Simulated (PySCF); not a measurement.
Calculation: M06-2X/def2-TZVP // B3LYP-D3(BJ)/def2-TZVP (PySCF). All species are isolated molecules in the gas phase. Delta-SCF ions had no search for a lower state. Excitations are Tamm–Dancoff values on a coarser integration grid. The basis has no diffuse functions, so Rydberg states are missing or too high.

Reference species (SMILES): `CC#C` (neutral, multiplicity 1).

vertical ionisation energy (Delta-SCF): 10.43 eV
S1 excitation (TDA): 6.28 eV
S1 oscillator strength: 0.000

Changed species: `C=C=C`.

Task: Give the shifts of the vertical ionisation energy (Delta-SCF), S1 excitation (TDA) and S1 oscillator strength.

Result: the vertical ionisation energy (Delta-SCF) drops by 0.18 eV, to 10.25 eV; the S1 excitation (TDA) decreases by 0.42 eV, to 5.86 eV; the S1 oscillator strength is nearly the same.
